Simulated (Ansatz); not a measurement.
# HOS: the cost of one run

Program: Ansatz 0.2.0, Gaussian basis. Level of theory: PBE0-D4/def2-SVPD. These are calculated values, not measurements.

1 further run of the same task is left out (it didn't finish).

**1. Where the work starts**

3 atoms, charge -1, spin multiplicity 1.

Atoms are counted from 1 here; the program's logs count them from 0.

Bond lengths: O1–S2 1.559 Å, S2–H3 1.393 Å. Angles: O1–S2–H3 104.0°.

As a file:

```csv
atom,x (Å),y (Å),z (Å)
O1,-0.0248,1.2302,0.1235
S2,-0.4950,-0.1973,-0.2918
H3,0.5199,-1.0329,0.1683
```

**2. Dynamics**

md/in.yaml reads:

```yaml
crystal:
  periodic: [false, false, false]
  atoms:
    - {symbol: O, position_ang: [-0.024820, 1.230220, 0.123480]}
    - {symbol: S, position_ang: [-0.495050, -0.197340, -0.291790]}
    - {symbol: H, position_ang: [0.519870, -1.032880, 0.168310]}
basis:
  gaussian: {orbitals: def2-SVPD}
total_charge: -1
hamiltonian: {xc: pbe0, dispersion: d4}
md: {n_steps: 60, timestep: 0.5, temperature: 300, ensemble: nvt_nose_hoover, seed: 161, initial_velocities: maxwell_boltzmann}
```

Run with:

```
$ ansatz run in.yaml --threads 2 --pin off --events-out ev --progress --plain --max-ram 3481MiB
```

**Question.** How long does this run take on 2 threads of AMD EPYC, shared host, and how much memory does it need?

About 58 s, with a peak of 0.11 GiB.
